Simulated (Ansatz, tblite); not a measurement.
Removing and adding an electron: SiH4. Total charge 0; singlet. Geometry: PBE0-D4/def2-TZVP. Ansatz, gas phase; energy differences of separate SCF runs; the oxidised species was run as a doublet alone; the reduced species was run as a doublet alone.

```xyz
5

Si    0.000    0.000    0.000
H     1.067   -1.033    0.015
H    -0.246    0.477    1.384
H    -1.248   -0.585   -0.551
H     0.428    1.141   -0.848
```

The xTB rows come from tblite. Correlated methods freeze 5 core orbitals.

(1) Estimate orbital energies and vertical ionisation energies and electron affinities at: GFN1-xTB; GFN2-xTB; HF/def2-TZVPD; HF/def2-TZVPP; PBE-D4/def2-TZVP; PBE-D4/def2-TZVPD; r2SCAN-D4/def2-TZVP; r2SCAN-D4/def2-TZVPD; PBE0-D4/def2-TZVP; PBE0-D4/def2-TZVPD; MP2/def2-TZVPD; MP2/def2-TZVPP; CCSD/def2-TZVPD; CCSD/def2-TZVPP; CCSD(T)/def2-TZVPD; CCSD(T)/def2-TZVPP.

Answers

(1) 
```tsv
level	−HOMO (eV)	vertical IE (eV)	−LUMO (eV)	vertical EA (eV)	HOMO–LUMO gap (eV)	IE − EA (eV)	remarks
GFN1-xTB	13.06	16.20	5.66	–	7.40	–	–
GFN2-xTB	11.59	14.93	4.98	0.96	6.61	13.97	–
HF/def2-TZVPD	–	–	–	-1.98	–	–	HOMO above zero (-1 doublet)
HF/def2-TZVPP	–	11.95	–	–	–	–	–
PBE-D4/def2-TZVP	8.51	12.15	-0.24	–	8.74	–	–
PBE-D4/def2-TZVPD	8.51	–	0.18	-1.29	8.33	–	HOMO above zero (-1 doublet)
r2SCAN-D4/def2-TZVP	8.86	12.30	-0.71	–	9.57	–	–
r2SCAN-D4/def2-TZVPD	8.86	–	-0.63	-1.45	9.48	–	HOMO above zero (-1 doublet)
PBE0-D4/def2-TZVP	9.86	12.44	-1.07	–	10.93	–	–
PBE0-D4/def2-TZVPD	9.86	–	-0.40	-1.39	10.26	–	HOMO above zero (-1 doublet)
MP2/def2-TZVPD	–	–	–	-1.65	–	–	HOMO above zero (-1 doublet)
MP2/def2-TZVPP	–	12.74	–	–	–	–	–
CCSD/def2-TZVPD	–	–	–	-1.62	–	–	HOMO above zero (-1 doublet)
CCSD/def2-TZVPP	–	12.78	–	–	–	–	–
CCSD(T)/def2-TZVPD	–	–	–	-1.58	–	–	HOMO above zero (-1 doublet)
CCSD(T)/def2-TZVPP	–	12.78	–	–	–	–	–
```

   A HOMO above zero means that the electron is unbound at that level or that self-interaction error raises the level; the energy of removing that electron tells which. Raw xTB energy differences between charge states are shifted by several eV; the methods need an empirical correction for them. A negative affinity means that the extra electron isn't bound; its size then hangs on the basis.
